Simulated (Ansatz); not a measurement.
One crystal and one scan (energy against volume) at two levels, PBEsol (plane waves to 420 eV, PAW, scalar-relativistic; Ansatz, a program for electronic structure) and PBE (plane waves to 420 eV, PAW, scalar-relativistic; Ansatz), each from its own relaxed cell and on its own mesh. The cell shown is that of PBEsol.

InAs (zinc blende)

```
InAs
1.0
    0.00000     3.04346     3.04346
    3.04346     0.00000     3.04346
    3.04346     3.04346     0.00000
As In
1 1
Cartesian
  4.56519   4.56519   4.56519
  0.00000   0.00000   0.00000
```

E(V) scan at fixed shape, V₀ the volume above. Symmetry pins the atoms to their sites.

Energies are smeared free energies. InAs was relaxed with its symmetry unable to fall. Percentages come from the unrounded values. Both scans cover V/V₀ from 0.840 to 1.160.

Results of PBEsol:

Lattice constant a (Å): 6.087
Pressure at the smallest volume (GPa): 14.6
Energy cost of the largest compression (meV/atom): 175
Energy cost of the largest expansion (meV/atom): 94
Bulk modulus B₀ (third-order Birch-Murnaghan fit) (GPa): 55.5
Pressure for 5 % compression (fit) (GPa): 3.2

Problem. What does PBE give for the same quantities?

Solution. 
```
quantity                                                   PBE     PBEsol − PBE
-------------------------------------------------------  -----  ---------------
Lattice constant a (Å)                                   6.186  -0.099 (-1.6 %)
Pressure at the smallest volume (GPa)                     12.8     +1.8 (+14 %)
Energy cost of the largest compression (meV/atom)          160       +15 (+9 %)
Energy cost of the largest expansion (meV/atom)             86       +8 (+10 %)
Bulk modulus B₀ (third-order Birch-Murnaghan fit) (GPa)   48.3     +7.2 (+15 %)
Pressure for 5 % compression (fit) (GPa)                   2.8     +0.4 (+15 %)
```

PBEsol gives the higher value for: pressure at the smallest volume; energy cost of the largest compression; energy cost of the largest expansion; bulk modulus B₀; pressure for 5 % compression. PBEsol gives the lower value for: lattice constant a. (PBEsol) At this level the bands of InAs touch or barely overlap; measurements give the solid a gap. (PBE) At this level the bands of InAs touch or barely overlap; measurements give the solid a gap. For the lattice constant a the reference is 6.047 Å (measured, corrected to the static lattice; as given in Daniel Mejia-Rodriguez, S. B. Trickey, Physical Review B (2018), arXiv:1807.09216): PBEsol lies nearer. For the bulk modulus B₀ the reference is 58.6 GPa (measured, corrected to the static lattice; as given in Daniel Mejia-Rodriguez, S. B. Trickey, Physical Review B (2018), arXiv:1807.09216): PBEsol lies nearer. 

(Under strain, the slope of the energy per volume gives the stress and its curvature an elastic modulus.)
